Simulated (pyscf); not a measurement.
Addition across a multiple bond or ene-type step: H₈Si₅ (SMILES [SiH]1=[SiH][SiH2][SiH2][SiH2]1) + H₂ (SMILES [H][H]) -> H₁₀Si₅ (SMILES [SiH2]1[SiH2][SiH2][SiH2][SiH2]1)

Gas phase, singlet surface, charge 0. Bonds broken: H14–H15. Bonds formed: Si1–H14, Si2–H15. Single points on ωB97X-D3(BJ)/def2-SVP structures (PySCF, gas phase).

Transition state (Å):

```xyz
15

Si     1.4423    -0.4395     0.2088
Si     0.8268     0.7857     2.1227
Si    -1.1744     1.4360     1.0604
Si    -2.1370    -0.6141     0.4878
Si    -0.3524    -1.7136    -0.5629
H      2.8711    -0.7419    -0.0591
H      1.6885     2.0006     1.8224
H     -2.0901     2.2306     1.9318
H     -1.0428     2.1741    -0.2459
H     -2.4714    -1.4080     1.7077
H     -3.3259    -0.5711    -0.4140
H     -0.3899    -1.7225    -2.0531
H     -0.1128    -3.1020    -0.0700
H      1.3227     0.7119    -0.9909
H      1.1644     1.1197    -0.0603
```

One imaginary mode, 1097i cm⁻¹; descent along it reached the two sides named.

```csv
bond,change,reactant side (Å),saddle,product side
H14–H15,breaks,0.760,1.028,3.6
Si1–H14,forms,3.7,1.667,1.491
Si2–H15,forms,5.4,2.234,1.497
```

Electronic energies relative to the separated reactants (kcal/mol):

```json
[
 {"level": "ωB97X-D3(BJ)/def2-TZVP", "barrier": "29.8", "reaction energy": "-45.5", "reverse barrier": "75.3"},
 {"level": "PBE/def2-TZVP", "barrier": "22.6", "reaction energy": "-40.5", "reverse barrier": "63.1"},
 {"level": "r²SCAN/def2-TZVP", "barrier": "25.0", "reaction energy": "-43.0", "reverse barrier": "68.0"},
 {"level": "B3LYP-D3(BJ)/def2-TZVP", "barrier": "28.3", "reaction energy": "-42.8", "reverse barrier": "71.1"},
 {"level": "PBE0-D3(BJ)/def2-TZVP", "barrier": "23.3", "reaction energy": "-44.9", "reverse barrier": "68.2"},
 {"level": "M06-2X/def2-TZVP", "barrier": "27.8", "reaction energy": "-43.7", "reverse barrier": "71.5"},
 {"level": "ωB97M-D3(BJ)/def2-TZVP", "barrier": "25.8", "reaction energy": "-45.7", "reverse barrier": "71.5"},
 {"level": "HF/def2-TZVP", "barrier": "43.9", "reaction energy": "-51.5", "reverse barrier": "95.4"}
]
```

With ωB97M-D3(BJ)/def2-TZVP energies and thermal terms (ideal gas, 1 atm, RRHO with modes under 100 cm⁻¹ raised to 100, one conformer, R ln 2 for rigid chiral ones), in kcal/mol:

```tsv
T (K)	ΔH‡	ΔG‡	ΔH	ΔG
298	25.8	34.5	-43.4	-35.0
600	25.0	43.6	-43.9	-26.2
900	24.9	53.0	-43.6	-17.4
1200	25.1	62.4	-43.0	-8.7
```

At the saddle there is also a short H–Si contact that neither side keeps. One saddle was located; it need not be the lowest between these sides.
